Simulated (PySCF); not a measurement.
Structure with atom numbers: `[CH3:1][C@@H:2]([Cl:3])[C:4]#[O+:5]`; H(Xn) means a hydrogen on atom n.

Geometry: GFN2-xTB; GIAO shifts from PySCF, gas phase, non-relativistic, averaged over equivalent atoms.

At LDA/6-31G (57 basis functions, about 18 core-seconds):
```csv
atoms,δ (ppm)
C4,146.0
C2,39.1
C1,20.6
O5,353.3
H(C2),6.44
H(C1),2.93
```

Referencing at the same level of theory: 13C (σref 198.35), 1H (σref 32.51) vs TMS; H2O for 17O (σref 326.18).

What do these become at B3LYP/pcSseg-1?

Answers


| atoms | δ at B3LYP/pcSseg-1 | change |
| --- | --- | --- |
| C4 | 156.4 | +10.4 |
| C2 | 39.6 | +0.5 |
| C1 | 21.7 | +1.1 |
| O5 | 384.3 | +31.0 |
| H(C2) | 5.79 | -0.65 |
| H(C1) | 2.80 | -0.13 |

Referencing at the same level of theory: 13C (σ = 181.92 ppm) and 1H (σ = 31.83 ppm) against TMS; H2O for 17O (σ = 335.74 ppm).

The largest change is at O5 (oxygen bonded to C). Cost: 112 basis functions, roughly 19 core-seconds. The order of the carbon signals is the same at both levels.

Carbons that carry Cl, above all several Cl atoms, come out too deshielded, partly because spin–orbit coupling is missing. Unscaled 17O shifts of doubly bonded oxygen tend to come out too high, by tens of ppm or more. Experimental scales use liquid or dissolved standards, which lie at an offset from isolated H2O (liquid H2O: subtract about 36 ppm).
